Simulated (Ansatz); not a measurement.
## Ansatz (development build ahead of 0.2.0) run

```yaml
crystal:
  periodic: [false, false, false]
  atoms:
    - { symbol: O, position_ang: [1.95041, -0.00039, 0.00471] }
    - { symbol: H, position_ang: [1.44081, 0.67819, 0.42475] }
    - { symbol: H, position_ang: [2.6748, 0.46054, -0.43336] }
    - { symbol: O, position_ang: [0.00474, 1.95233, -0.00957] }
    - { symbol: H, position_ang: [-0.69412, 1.45035, -0.4373] }
    - { symbol: H, position_ang: [-0.46437, 2.6842, 0.43469] }
    - { symbol: O, position_ang: [-1.95665, 0.00077, -0.00283] }
    - { symbol: H, position_ang: [-1.43582, -0.69219, 0.42261] }
    - { symbol: H, position_ang: [-2.67748, -0.46797, -0.42316] }
    - { symbol: O, position_ang: [0.00189, -1.96737, 0.00195] }
    - { symbol: H, position_ang: [0.68044, -1.44795, -0.42084] }
    - { symbol: H, position_ang: [0.47678, -2.67514, 0.42298] }
basis:
  gaussian: { orbitals: def2-SVP }
hamiltonian:
  xc: hf
```

The input is written out in the form of the current development build from the run's settings.

The run gave:

```
Converged                       : yes
Total energy                    : -303.88136 hartree
Spin squared of the determinant : 0.000
```
